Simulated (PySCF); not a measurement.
## From computed data to an observable: chemical shift, span and skew from a shielding tensor

trifluoromethane (CHF3), SMILES FC(F)F. Atoms are numbered in the order given.

```xyz
5

F      1.0807     0.6239    -0.1277
C      0.0000     0.0000     0.3364
F      0.0000    -1.2479    -0.1277
F     -1.0807     0.6239    -0.1277
H      0.0000     0.0000     1.4290
```

The structure is a stationary point at PBE0-D3(BJ)/def2-TZVP.

GIAO shieldings from PBE0/pcSseg-2 run with PySCF, non-relativistic, no solvent. The symmetric part of the tensor of F1 has the principal values 175.2, 269.3, 343.9 ppm. The same nucleus in CFCl3 has σ = 165.8 ppm at this level (PySCF, at its B3LYP-D3(BJ)/def2-TZVP geometry).

### Question
Work out the isotropic shielding, the ¹⁹F shift against CFCl3, the span and the skew.

### Answer

σ(iso) = (σ11 + σ22 + σ33)/3 = 262.8 ppm. δ = σ(ref) − σ(iso) = 165.8 − (262.8) = -97.0 ppm.
Span Ω = σ33 − σ11 = 168.7 ppm. Skew κ = 3(σ(iso) − σ22)/Ω = -0.12. Tumbling in solution averages the tensor to δ; in a static solid the shielding alone would spread this spin-1/2 line over Ω.
